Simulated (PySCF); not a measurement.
# C₂H₃Li, a complex of two parts: interaction energy

An exercise on one series of results from a longer session: the logs are not shown, and one member is left open.

Computed with PySCF 2.14.0; each step states its level. No surroundings beyond the atoms listed, unless a continuum is named. Atoms count from 0, parts from 1.

## Starting point

6 atoms, charge 0, multiplicity 1; geometry: GFN2-xTB. Parts: 1 = atoms 0–1, `[LiH]`, charge 0; 2 = atoms 2–5, `C#C`, charge 0.

The first run:

Job settings and geometry (Å):

```
{"job": {"xc": "PBE0", "basis": "def2-SVPD", "d3": "d3bj", "grid": 2, "kind": "geom"}, "charge": 0, "multiplicity": 1, "parts": [{"atoms": "0-1", "charge": 0, "multiplicity": 1}, {"atoms": "2-5", "charge": 0, "multiplicity": 1}]}
Li     0.122099     0.737334    -0.568278
H      0.675985    -0.097340     0.389801
C     -0.311645     2.439308    -2.006002
C     -1.207276     1.662507    -2.160763
H      0.456883     3.148699    -1.901646
H     -2.012057     1.007740    -2.328632
```

Launch:

```sh
> OMP_NUM_THREADS=1 python cluster_run.py task.json out
```

One launch serves the whole session: the jobs run in the order shown.

Steps of the session up to this table: Optimising the geometry at PBE0-D3(BJ)/def2-SVPD; Coupled-cluster interaction energy: CCSD(T) and MP2.

One table of the session follows, with a row left open; its other results are not shown here.

It belongs to the step «Coupled-cluster interaction energy: CCSD(T) and MP2». 

```
                 method  interaction energy (kcal/mol)
         HF/aug-cc-pVDZ                          -8.33
        MP2/aug-cc-pVDZ                          -7.74
       CCSD/aug-cc-pVDZ                          -7.82
    CCSD(T)/aug-cc-pVDZ                          -7.79
         HF/aug-cc-pVTZ                          -8.87
        MP2/aug-cc-pVTZ                          -8.65
    SCS-MP2/aug-cc-pVTZ                          -8.48
      MP2, extrapolated                          -8.80
CCSD(T), limit estimate                              ?
```

Estimate the missing values for CCSD(T), limit estimate.

The run gave: interaction energy (kcal/mol): -8.85. In the column «interaction energy (kcal/mol)» it lies between HF/aug-cc-pVTZ (-8.87) and MP2, extrapolated (-8.80).

In this run the core of Li (1s) is correlated, in a basis without core functions; only the other cores are frozen.
